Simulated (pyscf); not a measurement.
This saddle point was located with ωB97X-D3(BJ)/def2-SVP in PySCF.

```xyz
9

O      0.5746     1.7203     0.3148
Nb     0.1330     0.0668    -0.1597
O      0.5232    -1.2372     1.0902
Cl    -1.7423    -0.1071    -1.4726
Cl     1.6633    -0.4583    -1.7819
H      0.3721    -1.3973     2.0297
S     -1.5583     0.8841     1.7865
H     -0.3000     1.7869     1.1141
H     -2.5364     1.3392     0.9827
```
Charge 0, spin multiplicity 1.

Surface: singlet, charge 0. Lowest wavenumbers (cm⁻¹): 1313i, 80, 91, 152, 153.

Problem. Which two sides does it connect, and which bonds change?

Solution. O=Nb(OH)(Cl)–Cl + H₂S <-> HO–Nb(OH)(SH)(Cl)–Cl, an addition across a multiple bond or ene-type step read from left to right: H–S broken and H–O, Nb–S formed. At ωB97M-D3(BJ)/def2-TZVP it lies +0.87 eV from the left side and +0.90 eV from the right (each side as separated species at their lowest minima found). On the reactant side the descent ends in an adduct with a Nb–S contact, 0.36 eV under the separated species and 1.01 eV under the saddle at ωB97X-D3(BJ)/def2-TZVP. What is counted as formed (Nb–S) is already present as a longer contact in the reactant adduct; forming that adduct is a step of its own. At ωB97X-D3(BJ) the barrier from the zero used here is 0.66 eV. One saddle was located; it need not be the lowest between these sides. Elements past Kr carry the def2 core potentials, without spin-orbit coupling.
